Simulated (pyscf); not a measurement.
9 silicon, germanium or tin steps of one kind (four-centre exchange, closed-shell): reaction energy in kJ/mol, from the separated reactants or the lowest minimum found. PySCF, gas phase, ωB97X-D3(BJ)/def2-SVP geometries. Functionals in def2-TZVP; the last column is ωB97M-D3(BJ)/def2-TZVP. Rows were drawn at random from the steps of this kind and element class whose saddle was verified and whose references are stable.

```
step                                                                                             PBE  PBE0-D3(BJ)  B3LYP-D3(BJ)  ωB97M-D3(BJ)
---------------------------------------------------------------------------------------------  -----  -----------  ------------  ------------
`[NH2][SiH]([NH2])[NH2]` + `[OH2]` → `[NH3]` + `[NH2][SiH]([NH2])[OH]`                         -51.4        -48.8         -52.2         -51.2
`[F][Si]([SiH3])([SiH3])[SiH3]` + `[ClH]` -> `[F][Si]([SiH3])([SiH3])[SiH2][Cl]` + `[H][H]`    -64.6        -71.1         -74.0         -70.8
`[OH][SiH]([OH])[SiH3]` + `[H][H]` → `[OH][SiH2][OH]` + `[SiH4]`                               -25.8        -27.1         -34.1         -41.7
`[GeH3][SnH3]` + `[ClH]` → `[Cl][GeH2][SnH3]` + `[H][H]`                                       -48.6        -50.6         -54.8         -47.9
`[FH]` + `[SiH3][O][SiH2][Cl]` -> `[F][SiH2][O][SiH3]` + `[ClH]`                               -43.9        -37.9         -47.3         -46.5
`[OH][SiH3]` + `[OH][SiH3]` → `[OH][SiH2][OH]` + `[SiH4]`                                      -33.2        -32.6         -31.5         -32.5
`[F][SiH2][O][SiH3]` + `[OH][SiH3]` → `[F][SiH2][O][SiH2][O][SiH3]` + `[H][H]`                 -94.9       -105.2        -114.8        -110.5
`[NH2][Si]([SiH3])([SiH3])[SiH3]` + `[FH]` -> `[NH2][Si]([SiH3])([SiH3])[SiH2][F]` + `[H][H]`  -95.4        -91.9        -104.7        -100.7
`[OH][AsH2]` + `[GeH4]` → `[GeH3][AsH2]` + `[OH2]`                                             -66.8        -74.5         -63.9         -62.1
```

Differences from the last column (kJ/mol): PBE: mean +4.4, median +2.6, mean size 5.8, lower in 4 of 9; PBE0-D3(BJ): mean +2.7, median +2.4, mean size 6.1, lower in 4 of 9; B3LYP-D3(BJ): mean -1.5, median -1.8, mean size 3.4, lower in 7 of 9. PBE is closest for row 1 (0.2 kJ/mol apart) and farthest for row 3 (16.0 kJ/mol). PBE, r²SCAN and M06-2X carry no added dispersion term. The last column is a level with limits of its own. Elements up to Kr have no core potential and no relativistic terms here. Elements past Kr carry the def2 core potentials, without spin-orbit coupling.
